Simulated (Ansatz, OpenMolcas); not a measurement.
**CHClF2 (difluorochloromethane): the vertical energy of the triplet above the singlet, rung by rung**

CHClF2: 5 atoms, total charge 0, spin state singlet. SMILES: `FC(F)Cl`. Geometry: relaxed at PBE0-D4/def2-TZVP.

Quantity: the vertical energy of the triplet above the singlet, in eV. The values are calculated.

| level | kind | program | value (eV) |
| --- | --- | --- | --- |
| HF/6-311+G** | Hartree–Fock | OpenMolcas | 7.06 |
| SVWN5/6-311+G** | LDA | OpenMolcas | 7.32 |
| M06-2X/6-311+G** | hybrid meta-GGA | OpenMolcas | 7.58 |
| PBE0/6-311+G** | global hybrid | Ansatz | 7.34 |
| r2SCAN0/6-311+G** | hybrid meta-GGA | Ansatz | 7.31 |
| PBE-QIDH/6-311+G** | double hybrid | Ansatz | 7.50 |
| RPA@PBE/6-311+G** | RPA | Ansatz | 7.39 |
| RPA@PBE0/6-311+G** | RPA | Ansatz | 7.44 |

The values span 7.06 to 7.58 eV.
